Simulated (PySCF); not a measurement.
**SO₃: breathing scan**

Computed with PySCF, B3LYP, basis S def2-TZVP, O def2-TZVP (no relativity, density fitting).

Rigid scan from the singlet minimum (S–O 1.427 Å (×3); O–S–O 120.0° (×3)). Coordinate: all bonds to the central atom scaled together. Energies in kJ/mol from the minimum.

(1) Predict the curve at 0.88, 0.92, 0.96, 1.00, 1.04, 1.08, 1.14, 1.22, 1.35.

Results:

(1) 
| scale of all bonds to the centre | E (kJ/mol) |
| --- | --- |
| 0.88 | 435.7 |
| 0.92 | 167.9 |
| 0.96 | 36.5 |
| 1.00 | 0.0 |
| 1.04 | 28.0 |
| 1.08 | 98.5 |
| 1.14 | 250.8 |
| 1.22 | 491.3 |
| 1.35 | 883.8 |

At long bonds a restricted determinant can lie too high, and another spin state can fall below this curve.

Other isomers or separated fragments may lie lower.
